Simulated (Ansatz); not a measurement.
# AlH+ (quartet): the correlation ladder, cc-pVQZ

Aim: climb from Hartree-Fock through coupled cluster and multireference methods for AlH+ (quartet) at one geometry and basis, and see what each rung misses.

Method: cc-pVQZ, core rule «outside noble gas», up to 5 orbitals frozen; program: Ansatz 0.2.0, Gaussian basis.

To be run: UHF; CCSD(T) on ROHF; CCSD(T) on UHF; BCCD(T) on ROHF; CCSDT on ROHF; CCSDT on UHF; CASSCF and MRCISD+Q, 3 electrons in 5 orbitals; CASSCF and NEVPT2, 3 electrons in 5 orbitals; Full CI.

7 further runs of the same task are left out: 3 that didn't finish, 4 set aside as unsound or not needed.

## (1) The system

The geometry is a PBE0/def2-TZVP stationary point (not a proven minimum) of the parent state, kept for this charge and spin.

2 atoms, charge 1, spin multiplicity 4.

Atoms are counted from 1 here; the program's logs count them from 0.

Bond lengths: Al1–H2 1.619 Å.

## (2) UHF

The input, in.yaml:

```yaml
crystal:
  periodic: [false, false, false]
  atoms:
    - {symbol: Al, position_ang: [0.000000, 0.000000, 0.000000]}
    - {symbol: H, position_ang: [0.000000, 0.000000, 1.619000]}
basis:
  gaussian: {orbitals: cc-pVQZ}
total_charge: 1
magnetization: {spin_polarized: true, initial_magnetization: 3}
hamiltonian: {xc: hf}
output: {orbitals: {seedname: orbitals}}
```

On the command line:

```
ansatz run in.yaml --threads 1 --pin off --events-out ev --progress --plain --max-ram 2393MiB
```

After this run come: CCSD(T) on ROHF; CCSD(T) on UHF; BCCD(T) on ROHF; CCSDT on ROHF; CCSDT on UHF; CASSCF and MRCISD+Q, 3 electrons in 5 orbitals; CASSCF and NEVPT2, 3 electrons in 5 orbitals; Full CI.

**Question.** What will the summary of the whole plan be? Wanted: FCI below the RHF energy; RMP2 from FCI; UMP2 from FCI; RCCSD from FCI; RCCSD(T) from FCI; UCCSD(T) from FCI; NEVPT2 valence from FCI; MRCISD+Q valence from FCI; T1 diagnostic.

As calculated:

```
                         quantity                                                                                        value
         FCI below the RHF energy                                                                                   -0.2834 eV
                    RMP2 from FCI                                                                               +2.44 kcal/mol
                    UMP2 from FCI                                                                               +2.39 kcal/mol
                   RCCSD from FCI                                                                               +0.06 kcal/mol
                RCCSD(T) from FCI                                                                               +0.02 kcal/mol
                UCCSD(T) from FCI                                                                               -0.03 kcal/mol
          NEVPT2 valence from FCI                                                                               +2.91 kcal/mol
        MRCISD+Q valence from FCI                                                                                0.00 kcal/mol
levels within 1 kcal/mol (43 meV)  RCCSD, UCCSD, RCCSD(T), UCCSD(T), BCCD(T), RCCSDT, UCCSDT, MRCISD valence, MRCISD+Q valence
                    T1 diagnostic                                                                                        0.009
   effectively unpaired electrons                                                                                         3.00
```

RCCSD(T) misses by +0.02 kcal/mol, 0.3 % of the correlation energy. UCCSDT falls below full CI: unrestricted runs freeze a spin-polarised core, another one than full CI's, and coupled cluster isn't variational. One determinant dominates. Of the multireference levels listed MRCISD+Q valence comes nearest in total energy (0.00 kcal/mol), which doesn't show that its space is the better one. These misses are within one basis, not against nature; the frozen cores of restricted and unrestricted runs differ, which can shift their rows.
